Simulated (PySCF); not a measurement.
NaCl, SMILES [Na][Cl]. Heavy atoms are numbered as in [Na:1][Cl:2].

Coordinates come from a PBE-D3(BJ)/def2-TZVPD optimisation.

The numbers are results of B3LYP/pcSseg-2 in PySCF, not measurements.

GIAO shieldings, no solvent; atoms alike by connectivity are averaged. δ = σ(ref) − σ: ³⁵Cl against HCl (σ = 930.0 ppm), references at their B3LYP-D3(BJ)/def2-TZVP geometries, non-relativistic (without spin–orbit terms, shifts of atoms bonded to Cl or Br come out too high).

Computed chemical shifts:
```json
[
 {"nucleus": "³⁵Cl", "atoms": "Cl2", "count": "1", "δ (ppm)": "-177.4"}
]
```
